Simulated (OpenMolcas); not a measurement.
## How methods differ on SiH4 (silane)

The species is SiH4 (5 atoms), meant as a singlet with charge 0. As SMILES, `[SiH4]`. The coordinates come from a PBE0-D4/def2-TZVP relaxation.

```xyz
5

Si    0.0000    0.0000   -0.0001
H     0.9676   -0.6884    0.8909
H    -1.3310    0.0449    0.6560
H    -0.1051   -0.7403   -1.2826
H     0.4685    1.3838   -0.2642
```

Quantity: the energy change with the Si1–H3 bond stretched from 1.485 to 3.712 Å, in eV. The values are calculated.

```csv
level,kind,program,value (eV),less FCI/STO-3G,CPU time (all runs)
HF/STO-3G (restricted),Hartree–Fock,OpenMolcas,10.29,+5.24,2.9 s
PBE0/STO-3G (restricted),global hybrid,OpenMolcas,7.94,+2.89,8.5 s
B2PLYP/STO-3G (restricted),double hybrid,OpenMolcas,6.87,+1.82,9.4 s
MP2/STO-3G (restricted),perturbation theory,OpenMolcas,6.52,+1.47,3.1 s
"CASSCF(2,2)/STO-3G",multireference,OpenMolcas,5.06,+0.01,3 s
"SC-NEVPT2(2,2)/STO-3G",multireference,OpenMolcas,5.08,+0.03,3 s
CCSD(T)/STO-3G (restricted),coupled cluster or CI,OpenMolcas,4.99,-0.06,3.9 s
FCI/STO-3G,exact in the basis,OpenMolcas,5.05,0.00,3.7 s
```

FCI/STO-3G is exact within its basis and frozen core, so for wave-function methods in that basis the difference is their error; functionals converge differently with the basis, so for them it is only a difference. Spin-restricted single references rise too steeply as a bond breaks, Hartree–Fock most of all. Perturbation and coupled-cluster corrections on them can overshoot downwards. The first shape isn't each level's own minimum. The values span 4.99 to 10.29 eV. All rows use very small basis sets, so even the best lies far from the true value. CPU times are rough (shared hosts, several kinds of processor): they show what a rung costs within a factor of a few.
